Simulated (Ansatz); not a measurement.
## What each rung costs, and what it gives

The pair of NH$_{4}$⁺ (SMILES [NH4+], atoms 1–5) and SiH$_{3}$F (SMILES [SiH3]F, atoms 6–10), both closed shells, in one local arrangement (a lower one may exist), relaxed at PBE0-D4/def2-TZVP:

| atom | x (Å) | y (Å) | z (Å) |
| --- | --- | --- | --- |
| N1 | 0.0276 | -0.0173 | -2.1160 |
| H2 | 0.5392 | 0.7959 | -2.4613 |
| H3 | -0.9285 | 0.0113 | -2.4730 |
| H4 | 0.0148 | -0.0091 | -1.0725 |
| H5 | 0.4847 | -0.8674 | -2.4489 |
| Si6 | -0.0289 | 0.0182 | 2.2139 |
| F7 | -0.0060 | 0.0038 | 0.5569 |
| H8 | 1.3013 | 0.5129 | 2.6145 |
| H9 | -0.2768 | -1.3808 | 2.6092 |
| H10 | -1.1274 | 0.9326 | 2.5772 |

Interaction energies are counterpoise-corrected; the time is that of the whole pair.

Computed with Ansatz 0.2.0 (basis: as named in each row); correlated methods freeze the cores. B3LYP uses VWN-RPA correlation. Extrapolation: Hartree–Fock as exp(−7.88 √X), correlation as X^−2.97.

Times are rough, for one single point on 4 threads of a shared host (Arm Neoverse V2).

The estimate by CCSD(T) at an estimated basis limit (MP2 extrapolated from triple and quadruple zeta, plus CCSD(T) − MP2 in triple zeta) is -0.722 eV.

```csv
method,basis,time (s),interaction energy (eV),method less estimate
HF,STO-3G,under 1,-0.844,-0.122
PBE-D4,STO-3G,under 1,-1.007,-0.285
SPW92,def2-SVP,under 1,-0.881,-0.159
B3LYP-D4,6-31G,under 1,-1.028,-0.305
PBE-D4,def2-SVP,under 1,-0.746,-0.024
PBE0-D4,def2-SVP,under 1,-0.776,-0.053
CCSD(T),def2-SVP,1,-0.695,0.028
PBE-D4,def2-TZVPPD,1,-0.715,0.007
revPBE-D4,def2-TZVPPD,1,-0.658,0.065
BLYP-D4,def2-TZVPPD,2,-0.702,0.021
PBE0-D4,def2-TZVPPD,2,-0.735,-0.013
HSE06-D4,def2-TZVPPD,2,-0.733,-0.011
wB97M-V,def2-SVP,2,-0.759,-0.037
B3LYP-D4,def2-TZVPPD,2,-0.734,-0.011
r2SCAN-D4,def2-TZVPPD,2,-0.708,0.015
B2PLYP,def2-TZVPPD,3,-0.707,0.015
wB97X-V,def2-TZVPPD,4,-0.711,0.011
B97M-V,def2-TZVPPD,5,-0.691,0.032
wB97M-V,def2-TZVPPD,6,-0.710,0.013
MP2,def2-QZVPPD,10,-0.708,0.014
CCSD(T),def2-TZVPPD,59,-0.698,0.024
```

T1 diagnostic: at most 0.012.
